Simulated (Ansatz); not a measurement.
# C2H3F, singlet: reading a ladder of total energies

Geometry: MP2(full)/6-31G*, from the G2/97 set.

```yaml
atoms:
  - { symbol: C, position_ang: [0.0933, 0.4598, 0.0000] }
  - { symbol: C, position_ang: [1.2853, -0.1230, 0.0000] }
  - { symbol: F, position_ang: [-1.0556, -0.2562, 0.0000] }
  - { symbol: H, position_ang: [-0.0931, 1.5279, 0.0000] }
  - { symbol: H, position_ang: [1.3847, -1.2007, 0.0000] }
  - { symbol: H, position_ang: [2.1773, 0.4884, 0.0000] }
```

Basis cc-pVDZ; Ansatz 0.2.0. Only valence electrons are correlated (noble-gas cores frozen), which leaves 18 electrons in 54 orbitals. Prefix R: restricted or restricted open-shell reference.

Full CI isn't at hand for all of this; RCCSDT(Q) serves as the reference, and is uncertain by about the last step of the cluster series.

Runs differ by some tens of microhartree through their thresholds, so steps under 0.03 kcal/mol mean nothing.

```json
{"level": "RHF", "total energy (hartree)": "-176.895036"}
{"level": "RMP2", "total energy (hartree)": "-177.347998"}
{"level": "RCCSD", "total energy (hartree)": "-177.374746"}
{"level": "RCCSD(T)", "total energy (hartree)": "-177.387982"}
{"level": "RCCSDT", "total energy (hartree)": "-177.388705"}
{"level": "RCCSDT(Q)", "total energy (hartree)": "-177.389820"}
```

Task: What is the correlation energy at RCCSDT(Q), and what share of it do RMP2 and RCCSDT recover?

Result: E(corr) = -177.389820 − (-176.895036) = -0.494784 hartree = -13.464 eV. RMP2: -0.452962 / -0.494784 = 91.55 %. RCCSDT: -0.493669 / -0.494784 = 99.77 %.

Task: By how many kcal/mol does RCCSD(T) miss RCCSDT(Q) (1 hartree = 627.509 kcal/mol), and which steps make up the rest?

Result: -177.387982 − (-177.389820) = 0.001838 hartree = 1.15 kcal/mol. Steps: RCCSDT − RCCSD(T) = -0.45, RCCSDT(Q) − RCCSDT = -0.70 kcal/mol. Differences between like states or geometries often cancel part of this.
